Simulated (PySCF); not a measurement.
# SiB: bond curves at several levels of theory

One table from this session's results is given with a row withheld; the runs are named, their logs left out.

Method: Si STO-3G, B STO-3G, no relativity; program: PySCF 2.14.0.

Set-up of the first run:

Settings of the job:

* atoms: Si, B
* charge: 0
* basis: Si STO-3G, B STO-3G
* Hamiltonian: no relativity
* basis functions: 14
* electrons treated: 19
* masses in u: 27.9769, 11.0093
* levels: PBE0, PBE, r²SCAN, TPSS, TPSSh, M06-2X, CAM-B3LYP, HF, MP2, SCS-MP2, CCSD, CCSD(T)
* grid: 80 radial by 434 angular points
* occupations: held fixed by the projection of orbital angular momentum
* dissociation limit: Si + B, each in its ground configuration
* starting distance in angstrom: 1.930
* values of 2S to try: 1, 3

The run is started by

```bash
> OMP_NUM_THREADS=1 python dia.py task.json out
```

Steps of the session up to this table: Set-up; PBE0 along the bond; Excited determinants; PBE; r²SCAN (meta-GGA); TPSS; TPSSh (hybrid meta-GGA); M06-2X (hybrid meta-GGA); CAM-B3LYP (range-separated hybrid); UHF (mean field); MP2 and coupled cluster.

One table of the session follows, with a row left open; its other results are not shown here.

It belongs to the step «The curves together». Energy (eV) from each level's lowest point:

```
R (Å)    UHF  UHF-MP2  UHF-SCS-MP2  UHF-CCSD  UHF-CCSD(T)
1.571  0.952    1.301        1.205       n/a          n/a
1.644  0.341    0.594        0.521     0.638        0.654
1.717  0.052    0.193        0.146     0.216        0.226
1.772  0.000    0.045        0.021     0.056        0.061
1.827  0.059    0.000        0.000     0.000        0.000
1.882  0.207    0.035        0.062     0.029        0.023
1.955  0.505    0.182        0.245     0.168        0.152
2.046      ?        ?            ?         ?            ?
2.156  1.487    1.306        1.310     0.916        0.830
2.302  2.040    2.259        2.115       n/a          n/a
```

Q: Estimate the row for R (Å) = 2.046 from the others.

Worked estimate for «UHF». A straight line through the neighbours (1.955, 0.505) and (2.156, 1.487) gives 0.505 + (1.487 − 0.505) × (2.046 − 1.955) / (2.156 − 1.955) = 0.950; a parabola fitted to 4 rows on both sides gives 0.975.

The run gave: UHF: 0.966; UHF-MP2: 0.541; UHF-SCS-MP2: 0.632; UHF-CCSD: 0.460; UHF-CCSD(T): 0.422. In «UHF» the line misses by -0.016 and the parabola by +0.009.

State 4 has its PBE0 minimum 1.45 eV higher. The other levels ran on the lowest alone.
